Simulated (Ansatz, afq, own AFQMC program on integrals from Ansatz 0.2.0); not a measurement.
**BH₂+ (singlet): AFQMC on the coupled-cluster ladder at angle H2–B1–H3 = 180.0°, cc-pVDZ**

The task here is to estimate one member of a computed series from the others.

Program: Ansatz 0.2.0, Gaussian basis, and an in-house AFQMC program (afq) on its integrals; all values are calculated. Level of theory: cc-pVDZ, frozen cores. These are calculated values, not measurements.

To be run: Full CI; PBE (unrestricted); r2SCAN (unrestricted); PBE0 (unrestricted); CCSD(T) on RHF; B3LYP (unrestricted); wB97M-V (unrestricted); B2PLYP (unrestricted); Full CI; CCSDT(Q) on RHF; Phaseless AFQMC, CISD trial on RHF; Phaseless AFQMC, single-determinant trial on RHF; Free-projection AFQMC, CISD trial on RHF; Phaseless AFQMC, first-order trial on RHF; UHF.

4 further runs of the same task are left out: 4 that didn't finish.

### The geometry

The geometry derives from a PBE0/def2-TZVP stationary point (not a proven minimum). One angle is set to the value named; bond lengths are kept.

3 atoms, charge 1, spin multiplicity 1.

Atoms are counted from 1 here; the program's logs count them from 0.

Bond lengths: B1–H2 1.179 Å, B1–H3 1.179 Å. Angles: H2–B1–H3 180.0°.

Coordinates:

```xyz
3
charge 1, multiplicity 1
B     0.0000    0.0000    0.0000
H     0.0000    0.0000   -1.1792
H     0.0000    0.0000    1.1792
```

Set-up of the first run:

Contents of in.yaml:

```yaml
crystal:
  periodic: [false, false, false]
  atoms:
    - {symbol: B, position_ang: [0.000000, 0.000000, 0.000000]}
    - {symbol: H, position_ang: [0.000000, 0.000000, -1.179181]}
    - {symbol: H, position_ang: [0.000000, 0.000000, 1.179181]}
basis:
  gaussian: {orbitals: cc-pVDZ}
total_charge: 1
correlation: {method: fci, electrons: outside_noble_gas}
```

Command:

```
ansatz run in.yaml --threads 1 --pin off --events-out ev --progress --plain --max-ram 16896MiB --backend cuda --devices 0, --max-vram 18GiB
```

Steps of the session up to this table: Full CI; PBE (unrestricted); r2SCAN (unrestricted); PBE0 (unrestricted); CCSD(T) on RHF; B3LYP (unrestricted); wB97M-V (unrestricted); B2PLYP (unrestricted); CCSDT(Q) on RHF; Phaseless AFQMC, CISD trial on RHF; Phaseless AFQMC, single-determinant trial on RHF; Free-projection AFQMC, CISD trial on RHF; Phaseless AFQMC, first-order trial on RHF (settings varied); UHF.

One of the session's tables, all rows but one given; the rest of the session is left out.

On the RHF determinant, counted from full CI (exact for this spin and basis):

```
                                                              level  from full CI (meV)
                                                                 HF             +2016.1
                                                                MP2              +513.3
                                                               CCSD               +24.8
                                                            CCSD(T)                +7.1
                                                           CCSDT(Q)                +0.2
                                                            full CI                 0.0
              Phaseless AFQMC, CISD trial, step 0.005, 4000 walkers                   ?
Phaseless AFQMC, single-determinant trial, step 0.005, 4000 walkers               -27.6
         Free-projection AFQMC, CISD trial, step 0.03, 4000 walkers                -0.1
          Phaseless AFQMC, first-order trial, step 0.01, 40 walkers                +4.3
```

Estimate the missing values for Phaseless AFQMC, CISD trial, step 0.005, 4000 walkers.

**Answer.** from full CI (meV): +1.1. In the column «from full CI (meV)» it lies between CCSDT(Q) (+0.2) and Phaseless AFQMC, first-order trial, step 0.01, 40 walkers (+4.3).

The functionals' totals stand on their own zeros and serve differences with other points: PBE -695.666 eV; r2SCAN -696.519 eV; PBE0 -696.052 eV; B3LYP -697.399 eV; wB97M-V -696.694 eV; B2PLYP -696.448 eV.

Limits of these values: On the RHF determinant, counted from full CI (exact for this spin and basis): On RHF the phaseless walk with the CISD trial lies +1.1 meV from full CI, within three error bars. Error bars are statistical and leave out the constraint, the time step and what remains of the start.
